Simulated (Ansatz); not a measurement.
A calculation with Ansatz (development build ahead of 0.2.0).

```yaml
crystal:
  periodic: [false, false, false]
  atoms:
    - { symbol: "N", position_ang: [0.0, 0.0, 0.0] }
    - { symbol: P, position_ang: [0.0, 0.0, 3.276] }
    - { symbol: O, position_ang: [0.0, 0.0, -2.412] }
basis:
  gaussian: { orbitals: pcseg-2 }
magnetization:
  initial_magnetization: 2
hamiltonian:
  xc: pbe0
```

The input is written out in the form of the current development build from the run's settings.

Results

```
Converged                       : yes
Total energy                    : -470.50390 hartree
Spin squared of the determinant : 2.000
Stability test                  : minimum among restricted orbitals
```

Caution: stretched shape with no unrestricted run beside it, a lower state can exist; other spin multiplicities may lie lower.
